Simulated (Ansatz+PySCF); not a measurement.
Two shapes of triplet C2H4.

Shape 1:

```xyz
6

C     0.0000    0.0000   -0.7234
C     0.0000    0.0000    0.7234
H     0.0000   -0.9325   -1.3026
H     0.0000    0.9325   -1.3026
H    -0.9325    0.0000    1.3026
H     0.9325    0.0000    1.3026
```

Shape 2:

```xyz
6

C     0.0261    0.0086   -0.6816
C     0.0386   -0.0100    0.7535
H    -0.0206   -0.9539   -1.2624
H    -0.0159    0.9232   -1.2561
H    -0.9154   -0.0433    1.2846
H     0.9649   -0.0379    1.2993
```

Basis set: def2-SVP (spherical functions). Correlated methods keep 2 orbitals frozen. Charge 0, multiplicity 3.

Computed with Ansatz (development build ahead of 0.2.0); each method stands on the lowest determinant of its kind that the runs found.

Question: Which shape is lower in energy, and by how much in each method?

Answer:

| method | E(2) − E(1) (eV) |
| --- | --- |
| UHF | 0.041 |
| UHF-CCSD(T) | 0.048 |
| PBE (unrestricted) | 0.049 |
| r²SCAN (unrestricted) | 0.043 |
| ωB97X (restricted open-shell) | 0.043 |

Shape 1 is lower. Caution: another spin multiplicity may lie lower.
